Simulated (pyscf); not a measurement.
5 gas-phase steps of one pattern: four-centre exchange on the singlet surface, Cl–H + Hf–O or Cl–H + O–Ti or Cl–H + Se–Zr or Cl–H + S–Ti or F–H + O–Ti broken and Cl–Hf + H–O or Cl–Ti + H–O or Cl–Ti + H–S or Cl–Zr + H–Se or F–Ti + H–O formed. Optimised with ωB97X-D3(BJ)/def2-SVP in PySCF. Electronic energies in eV, between the relaxed ends of the descent from the saddle (adducts or complexes of the species named), with the reactant end as zero; ΔE‡ and ΔE at ωB97X-D3(BJ)/def2-TZVP. Rows were drawn at random from the steps of this pattern with a verified saddle, stable references and a bound adduct at one end at least.

```csv
row,step,ΔE,ΔE‡
1,Cl–Zr(Cl)(Cl)–SeH + HCl → H₂Se + Cl–Zr(Cl)(Cl)–Cl,-0.84,0.24
2,HCl + HO–Hf(Cl)(Cl)–Cl -> Cl–Hf(Cl)(Cl)–Cl + H₂O,-0.77,?
3,HS–Ti(Cl)(Cl)–Cl + HCl → H₂S + Cl–Ti(Cl)(Cl)–Cl,-0.75,0.41
4,HO–Ti(OH)(OH)–OH + HF → H₂O + HO–Ti(OH)(OH)–F,-0.62,0.20
5,HCl + HO–Ti(Cl)(Cl)–Cl -> Cl–Ti(Cl)(Cl)–Cl + H₂O,-0.41,0.39
```

From a straight line through the complete rows, estimate the missing barrier and say how far the line can be trusted.

Over the 4 complete rows the means are -0.66 (ΔE) and 0.31 (ΔE‡); least squares gives b = 0.18 and a = 0.43 eV, with residuals of 0.09 eV (root mean square; largest 0.12, row 4). For row 2: 0.43 + 0.18 × (-0.77) = 0.29 eV. The computed barrier is 0.13 eV, 0.16 under the line. The scatter is large against the spread of the barriers, so the line says little here. Each barrier is that of the saddle found. Elements up to Kr have no core potential and no relativistic terms here. Elements past Kr carry the def2 core potentials, without spin-orbit coupling.
